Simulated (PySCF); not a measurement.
# AlSi⁻: script and output

Input:

```python
from pyscf import gto, scf, cc

mol = gto.M(
    atom='Al 0 0 0; Si 0 0 2.061',
    basis='sbkjc',
    ecp={'Al': 'sbkjc', 'Si': 'sbkjc'},
    charge=-1,
    spin=2,
    verbose=3,
)
mf = scf.UHF(mol)
mf.kernel()
mycc = cc.CCSD(mf)
mycc.kernel()
mf.dip_moment()
print('orbital energies (hartree):', [e[max(0, n-3):n+3].round(4) for e, n in zip(mf.mo_energy, mol.nelec)])
```

```bash
$ python input.py
```

Output (some set-up lines and the per-cycle HOMO/LUMO lines with their warnings removed):

```
converged SCF energy = -5.55545251455573  <S^2> = 2.2027826  2S+1 = 3.1322724
E(UCCSD) = -5.633112910393949  E_corr = -0.07766039583822357

WARN: System has nonzero charge -1; the dipole moment is origin-dependent.
Location of origin: [0. 0. 0.]

Dipole moment(X, Y, Z, Debye):  0.00000, -0.00000, -4.88092
orbital energies (hartree): [array([-0.1058, -0.0841, -0.0794,  0.2176,  0.2353,  0.2677]), array([-0.3728, -0.1088, -0.0327,  0.1796,  0.196 ,  0.2513])]
```

In short: E(SCF) = -5.555453 Eh, E(CCSD) − E(SCF) = -0.07766 Eh, ⟨S²⟩ = 2.203.

Wall time 0.5 s on one thread of a shared host.

The basis has no diffuse functions, which an anion needs. The bond length is a typed value, not an optimised one. The dipole of an ion depends on the origin. No search for the lowest solution was made.
